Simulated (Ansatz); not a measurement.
What does this script print? It uses Ansatz's Python interface.

`methods_ho.py`:
```python
"""One geometry of HO, method by method."""

import ansatz as az

config = {
    "basis_set": "def2-SVP",
}

geometry_ang = [
    ("H", [0.0, 0.0, 0.0]),
    ("O", [0.0, 0.0, 0.92]),
]
mol = az.Crystal.molecule()
for symbol, xyz in geometry_ang:
    mol = mol.atom(symbol, xyz)

job = mol.calculation()
job = job.basis(gaussian=config["basis_set"])
job = job.spin("collinear", total=1)

methods = ["mp2", "ccsd", "ccsd_t", "ccsdt_q"]
reports = [job.correlation(m).run(threads=1).report for m in methods]
print(f"Hartree-Fock reference {reports[0]['reference_energy_ev'] / 27.211386246:.6f} Ha")
best = reports[-1]["free_energy_ev"] - reports[-1]["reference_energy_ev"]
for method, each in zip(methods, reports):
    gained = each["free_energy_ev"] - each["reference_energy_ev"]
    print(f"{method:8s} total {each['free_energy_ev'] / 27.211386246:.6f} Ha  correlation {gained:9.4f} eV  ({100 * gained / best:.1f} % of the last)")
```

```console
$ python methods_ho.py
Hartree-Fock reference -75.323815 Ha
mp2      total -75.470715 Ha  correlation   -3.9974 eV  (89.9 % of the last)
ccsd     total -75.485221 Ha  correlation   -4.3921 eV  (98.7 % of the last)
ccsd_t   total -75.486879 Ha  correlation   -4.4372 eV  (99.8 % of the last)
ccsdt_q  total -75.487283 Ha  correlation   -4.4482 eV  (100.0 % of the last)
```

Reading the output:
- These settings explore the input space; basis and method may be short of convergence.
- The geometry is a force-field or estimated start, not a minimum of this method, and the basis set is short of its limit. A lower total doesn't mark the better method: functionals have no common bound, and MP2 and coupled cluster aren't variational.
- The species is open-shell (spin multiplicity 2).
- Inner cores stay frozen, so this is valence correlation.
- It ran for 3.8 s on 1 thread of Intel(R) Xeon(R) Platinum 8259CL CPU @ 2.50GHz (Skylake/Cascade Lake) (shared host), peak memory 0.17 GiB.

(Lines on the test bed's own set-up are left out of the output.)
